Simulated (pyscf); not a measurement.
Single points on ωB97X-D3(BJ)/def2-SVP structures (PySCF, gas phase).

Task: For the elementary gas-phase step H₃C–SnH₃ (SMILES [CH3][SnH3]) + NH₃ (SMILES N) -> H₃C–SnH: (SMILES [CH3][SnH]) [singlet] + H₂ (SMILES [H][H]) + NH₃ (SMILES N) (singlet surface; H–Sn, H–Sn, H–N broken, H–H, H–N formed), what barrier and reaction energy does ωB97M-D3(BJ)/def2-TZVP give, measured from the separated reactants?

Result: ΔE‡ = 149.7 kJ/mol, ΔE = +92.8 kJ/mol. Zero-point energy shifts the barrier by +12.3 kJ/mol. It is a multi-bond step, with an imaginary mode of 182i cm⁻¹. On the product side the descent ends in a bound adduct (not fully relaxed), 35.8 kJ/mol under the separated species and 86.7 kJ/mol under the saddle at ωB97X-D3(BJ)/def2-TZVP. This is the saddle that the search found; another between the same sides may lie lower. Elements past Kr carry the def2 core potentials, without spin-orbit coupling.
